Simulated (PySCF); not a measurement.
Species: C4H (charge -1).
Bonds: C1–C2 (triple), C2–C3, C3–C4 (triple). Hydrogens: H5 on C4.

The closed-shell ground state was solved at several levels (PySCF, density fitting, gas phase, non-relativistic). Geometry: PBE0-D3(BJ)/def2-SVP; no solvent, vibrations or thermal averaging. The geometry's basis has no diffuse functions, a weakness for an anion. No diffuse functions stand in pcJ-1, pcSseg-1 and pcSseg-2, which bears on an anion's orbital energies.

```tsv
level	basis functions	total energy (Eh)	HOMO (eV)	LUMO (eV)	gap (eV)
HF/pcSseg-2	158	-151.9502	-3.55	6.01	9.56
B3LYP/pcJ-1	118	-152.9015	-0.93	4.90	5.83
PBE0/def2-SVPD	88	-152.5883	-1.34	4.64	5.98
```

Question: What might PBE0/pcSseg-1 (73 basis functions) give for the same quantities?

Answer: Total energy -152.6784 Eh, HOMO -1.19 eV, LUMO 5.06 eV, gap 6.25 eV.

Question: Over all these levels, which gives the widest orbital gap and which the narrowest?

Answer: HF/pcSseg-2 (Hartree–Fock, all exact exchange) has the widest, 9.56 eV, and B3LYP/pcJ-1 (global hybrid, 20 % exact exchange) the narrowest, 5.83 eV. Functional and basis both differ between the two, so the spread mixes both effects.
